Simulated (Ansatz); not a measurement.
**Si₂F (quartet): the correlation ladder at a displaced geometry (v2), cc-pVDZ**

The task here is to estimate one member of a computed series from the others.

The runs use Ansatz 0.2.0, Gaussian basis; cc-pVDZ, core rule «outside noble gas», up to 11 orbitals frozen.

Plan: UHF; CCSD(T) on ROHF; CCSD(T) on UHF; BCCD(T) on ROHF; CISD; CCSDT(Q) on ROHF; CCSDT(Q) on UHF.

31 further runs of the same task are left out: 10 for a known fault of the program, 10 that didn't finish, 11 set aside as unsound or not needed.

### What is computed

The geometry is a PBE0/def2-TZVP stationary point (not a proven minimum) with its atoms shifted at random (size 0.100 Å).

3 atoms, charge 0, spin multiplicity 4.

Atoms are counted from 1 here; the program's logs count them from 0.

Bond lengths: F1–Si2 1.616 Å, Si2–Si3 2.352 Å. Angles: F1–Si2–Si3 110.7°.

Set-up of the first run:

File in.yaml:

```yaml
crystal:
  periodic: [false, false, false]
  atoms:
    - {symbol: F, position_ang: [0.094576, -0.600340, 1.615582]}
    - {symbol: Si, position_ang: [-0.070298, 0.608725, 0.556867]}
    - {symbol: Si, position_ang: [0.006322, -0.202626, -1.649726]}
basis:
  gaussian: {orbitals: cc-pVDZ}
magnetization: {spin_polarized: true, initial_magnetization: 3}
hamiltonian: {xc: hf}
output: {orbitals: {seedname: orbitals}}
```

Launch:

```console
$ ansatz run in.yaml --threads 1 --pin off --events-out ev --progress --plain --max-ram 2393MiB
```

Among the steps run: UHF; CCSD(T) on ROHF; CCSD(T) on UHF; BCCD(T) on ROHF; CISD; CCSDT(Q) on ROHF; CCSDT(Q) on UHF.

One of the session's tables, all rows but one given; the rest of the session is left out.

```
   method  from UCCSDT(Q) (kcal/mol)
     ROHF                    +229.05
      UHF                    +226.16
     RMP2                     +25.28
     UMP2                     +26.59
     CISD                     +30.83
    RCCSD                      +8.52
    UCCSD                      +8.44
 RCCSD(T)                          ?
 UCCSD(T)                      +1.76
  BCCD(T)                      +1.61
   RCCSDT                      +0.70
   UCCSDT                      +0.68
RCCSDT(Q)                      +0.09
UCCSDT(Q)                          0
```

**Question.** Estimate the row for RCCSD(T).

As computed: from UCCSDT(Q) (kcal/mol): +1.74. In the column «from UCCSDT(Q) (kcal/mol)» it lies between BCCD(T) (+1.61) and UCCSD(T) (+1.76).

Caveats from the session: Restricted and unrestricted rows rest on different reference determinants; where their highest levels disagree by more than a few hundredths of an eV, they describe different states and don't form one ladder.
